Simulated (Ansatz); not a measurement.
# BH2OSi radical (SMILES [B]1O[SiH2]1): functionals against CCSD(T) at one geometry

One table from this session's results is given with a row withheld; the runs are named, their logs left out.

The runs use Ansatz 0.2.0, Gaussian basis; single points in def2-TZVPP.

Cores are frozen in the correlated methods. Orbitals are unrestricted.

### The system as given

SMILES `[B]1O[SiH2]1`, 5 atoms, charge 0, spin multiplicity 2.

Atoms are counted from 1 here; the program's logs count them from 0.

Bond lengths: B1–O2 1.311 Å, B1–Si3 1.982 Å, O2–Si3 1.819 Å, Si3–H4 1.470 Å, Si3–H5 1.443 Å. Angles: O2–B1–Si3 63.2°, B1–O2–Si3 76.7°, B1–Si3–O2 40.1°, B1–Si3–H4 123.2°, B1–Si3–H5 120.7°, O2–Si3–H4 110.4°, O2–Si3–H5 107.8°, H4–Si3–H5 114.3°.

Geometry (Å):

```xyz
5
charge 0, multiplicity 2
B    -0.8111    0.0285    1.4363
O     0.3216   -0.5592    1.1349
Si   -0.1653    0.2366   -0.4264
H    -0.3822   -0.7753   -1.4706
H     0.8391    1.2198   -0.7524
```

Set-up of the first run:

run/in.yaml reads:

```yaml
crystal:
  periodic: [false, false, false]
  atoms:
    - {symbol: B, position_ang: [-0.811116, 0.028517, 1.436268]}
    - {symbol: O, position_ang: [0.321600, -0.559170, 1.134930]}
    - {symbol: Si, position_ang: [-0.165278, 0.236632, -0.426446]}
    - {symbol: H, position_ang: [-0.382206, -0.775336, -1.470634]}
    - {symbol: H, position_ang: [0.839125, 1.219793, -0.752379]}
basis:
  gaussian: {orbitals: def2-TZVPP}
magnetization: {spin_polarized: true, initial_magnetization: 1}
hamiltonian: {xc: pbe, dispersion: d4}
output: {forces: true}
```

Started as:

```
$ ansatz run in.yaml --threads 2 --pin off --events-out ev --progress --plain --max-ram 3481MiB
```

Among the steps run: PBE-D4/def2-TZVPP; r2SCAN-D4/def2-TZVPP; PBE0-D4/def2-TZVPP; wB97M-V/def2-TZVPP; CCSD(T)/def2-TZVPP.

One table of the session follows, with a row left open; its other results are not shown here.

```
   method  RMS force component (eV/Å)  angle to CCSD(T) forces (°)  dipole (D)
   PBE-D4                           ?                            ?           ?
r2SCAN-D4                       0.347                         25.7        1.50
  PBE0-D4                       0.429                         33.8        1.62
  wB97M-V                       0.396                         38.4        1.73
  CCSD(T)                       0.260                    reference        1.64
```

**Question.** Estimate the row for PBE-D4.

The run gave: RMS force component (eV/Å): 0.324; angle to CCSD(T) forces (°): 35.1; dipole (D): 1.54. In the column «RMS force component (eV/Å)» it lies between CCSD(T) (0.260) and r2SCAN-D4 (0.347).
